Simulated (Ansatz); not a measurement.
Z-matrix (Å, degrees):
```
C
P 1 1.844
H 1 1.092 2 109.3
H 1 1.092 2 113.1 3 121.7
H 1 1.092 2 108.8 3 -117.2
C 2 1.844 1 100.2 3 -169.4
H 2 1.422 1 97.1 3 -70.8
H 6 1.092 2 113.1 1 47.6
H 6 1.092 2 108.8 1 -73.4
H 6 1.092 2 109.3 1 169.4
```

Charge 0, multiplicity 1.

Task: List the PBE/def2-TZVPP orbital energies in eV (Ansatz 0.2.0). (An estimate is asked.)

Result: Computed: Occupied: -2075.73, -268.86, -268.86, -171.02, -122.50, -122.50, -122.35, -18.46, -17.02, -13.63, -10.62, -10.40, -9.83, -9.69, -8.19, -8.11, -5.51. Lowest empty: -0.04, 0.21, 1.22, 1.51, 1.88, 2.06, 2.38, 2.76.
